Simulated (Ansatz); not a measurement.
Species: C$_{2}$H$_{3}$O$_{2}$, charge 0, doublet. C2H3O2 (SMILES [CH2]OC=O, doublet).
B3LYP-D3(BJ)/def2-TZVP minimum from Ansatz (a first-principles code):
```
O
C 1 1.3604
O 2 1.1951 1 125.32
C 1 1.3612 2 118.71 3 0.00
H 4 1.0748 1 114.14 2 180.00
H 4 1.0762 5 126.70 1 -180.00
H 2 1.0948 3 126.24 1 180.00
```
Charge 0, spin multiplicity 2.

Total energies in cc-pVDZ, 23 correlated electrons, 4 frozen orbitals. UHF or UKS for unpaired electrons; spin-orbit terms are left out. Cores are frozen in correlated methods. No relativity.

```json
[
 {"method": "HF", "program": "Ansatz", "energy (Eh)": "-227.17337", "minus CCSDT(Q) (mEh)": "656.02"},
 {"method": "MP2", "program": "Ansatz", "energy (Eh)": "-227.78052", "minus CCSDT(Q) (mEh)": "48.87"},
 {"method": "CCSD", "program": "Ansatz", "energy (Eh)": "-227.80695", "minus CCSDT(Q) (mEh)": "22.44"},
 {"method": "CCSD(T)", "program": "Ansatz", "energy (Eh)": "-227.82669", "minus CCSDT(Q) (mEh)": "2.70"},
 {"method": "CCSDT(Q)", "program": "Ansatz", "energy (Eh)": "-227.82939", "minus CCSDT(Q) (mEh)": "0.00"}
]
```

Rough core times of Ansatz's runs on a shared machine: CCSD(T) under 20 s, CCSDT(Q) 40 min.
